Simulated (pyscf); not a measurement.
Structures and frequencies: ωB97X-D3(BJ)/def2-SVP in PySCF. MP2 and CC: frozen core, UHF for open shells. ΔMP2 is the change of the MP2 total energy from the triple- to the quadruple-zeta basis.

### Question
How much does it cost (ΔH, 298 K, CCSD(T)/def2-TZVPP + ΔMP2(QZVPP)) to split `[CH2]=[CH][CH]=[CH][Cl]` at its C–C bond into •HC=CH₂ + •HC=CH–Cl?

### Answer
C–C to •HC=CH₂ + •HC=CH–Cl: 117.2 kcal/mol. The radicals are drawn with the spin at the cut bond; how far it spreads was not checked. Other isomers of •HC=CH₂, •HC=CH–Cl were not searched in full and may lie lower. The CCSD(T) − MP2 part came from Ansatz, without density fitting, on the same reference. A UHF reference is spin-contaminated (<S²> up to 0.98), which harms MP2 most.
